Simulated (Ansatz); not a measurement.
Reaction (SMILES): C#C (C2H2) + 3 [H][H] (H2) → 2 C (CH4)
B3LYP-D3(BJ)/def2-TZVP geometries, fixed; electronic energies without zero-point terms.

Effect of a fitting basis named in the input at MP2/cc-pVTZ with Ansatz (a first-principles code), against the last row, where the energy of full hydrogenation is -107.06 kcal/mol. Cores are frozen. The default fits or decomposes integrals by the program's own choice; accuracy: high also tightens integrals, grids and stops.

```csv
setting,largest shift of a total energy (mEh),shift of the energy of full hydrogenation (kcal/mol)
fitting: def2-universal-jkfit and def2-SVP-RIFIT,-1.240,0.419
fitting: def2-universal-jkfit and cc-pVDZ-RIFIT,-0.643,0.228
fitting: def2-universal-jkfit and cc-pVTZ-RIFIT,0.092,-0.006
fitting: def2-universal-jkfit and aug-cc-pVTZ-RIFIT,0.075,-0.006
fitting: def2-universal-jkfit and cc-pVQZ-RIFIT,0.079,-0.024
fitting: def2-universal-jkfit and aug-cc-pVQZ-RIFIT,0.074,-0.024
accuracy: high,-0.001,0.000
accuracy: medium (default),0.000,0.000
```

Within 0.02 kcal/mol in the energy of full hydrogenation: fitting: def2-universal-jkfit and cc-pVTZ-RIFIT; fitting: def2-universal-jkfit and aug-cc-pVTZ-RIFIT; accuracy: high. The largest shift is 1.240 mEh in a total energy and 0.419 kcal/mol in the difference.
